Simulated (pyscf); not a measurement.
O=B–OH + H₂ -> HO–BH–OH (addition across a multiple bond or ene-type step; singlet surface; H–H broken, H–O, B–H formed). Single points on ωB97X-D3(BJ)/def2-SVP structures (PySCF, gas phase). Energies in kcal/mol from the separated reactants.

```json
[
 {"level": "r²SCAN/def2-TZVP", "barrier": "(withheld)", "reaction energy": "(withheld)"},
 {"level": "B3LYP-D3(BJ)/def2-TZVP", "barrier": "34.8", "reaction energy": "-27.6"},
 {"level": "PBE0-D3(BJ)/def2-TZVP", "barrier": "(withheld)", "reaction energy": "-32.2"},
 {"level": "M06-2X/def2-TZVP", "barrier": "35.8", "reaction energy": "-30.2"},
 {"level": "ωB97M-D3(BJ)/def2-TZVP", "barrier": "34.4", "reaction energy": "-29.4"},
 {"level": "HF/def2-TZVP", "barrier": "47.5", "reaction energy": "-31.7"}
]
```

Question: Fill in the missing entries.

Answer: 
- r²SCAN/def2-TZVP, barrier: 30.1
- r²SCAN/def2-TZVP, reaction energy: -29.6
- PBE0-D3(BJ)/def2-TZVP, barrier: 29.6

The functionals in the table span 6.2 kcal/mol in this barrier, from PBE0-D3(BJ) to M06-2X. At the saddle there is also a short B–H contact that neither side keeps. This is the saddle that the search found; another between the same sides may lie lower.
